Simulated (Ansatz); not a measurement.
Molecule: CH2NO, charge 0, multiplicity 2. It need not be the lowest isomer of its formula. SMILES: N[C]=O
Coordinates optimised at B3LYP-D3(BJ)/def2-TZVP (Ansatz, a quantum-chemistry and plane-wave program):
```xyz
5

O     -0.2249     1.1992    -0.0769
C     -0.4363     0.0284    -0.0099
N      0.4179    -0.9973     0.0683
H      0.0715    -1.9373     0.1188
H      1.4203    -0.8452     0.0780
```
Charge 0, spin multiplicity 2.

Property: atomisation energy (electronic, to ground-state atoms), in eV. Valence correlation only, unless marked. UHF or UKS for open shells. Spin-orbit coupling is left out. No relativistic terms. The coupled-cluster limit lacks core correlation, which all-electron functionals hold. CBS(X,Y): correlation extrapolated as X^-3; Hartree-Fock from the larger set.

```json
[
 {"level": "SVWN5/def2-TZVPD", "program": "Ansatz", "atomisation energy (eV)": "___"},
 {"level": "revPBE-D4/def2-TZVPD", "program": "Ansatz + dftd4", "atomisation energy (eV)": "___"},
 {"level": "B97M-V/def2-TZVPD", "program": "Ansatz", "atomisation energy (eV)": "20.33"},
 {"level": "B2PLYP/def2-TZVPD", "program": "Ansatz", "atomisation energy (eV)": "20.22"},
 {"level": "SCS-MP2/cc-pVQZ", "program": "Ansatz", "atomisation energy (eV)": "20.43"},
 {"level": "CCSD/cc-pVDZ", "program": "Ansatz", "atomisation energy (eV)": "___"},
 {"level": "CCSD(T)/CBS(cc-pVTZ,cc-pVQZ)", "program": "Ansatz", "atomisation energy (eV)": "20.18"}
]
```

**Question.** What belongs in the gaps?

**Answer.** 
- SVWN5/def2-TZVPD, atomisation energy (eV): 24.46
- revPBE-D4/def2-TZVPD, atomisation energy (eV): 20.78
- CCSD/cc-pVDZ, atomisation energy (eV): 17.78
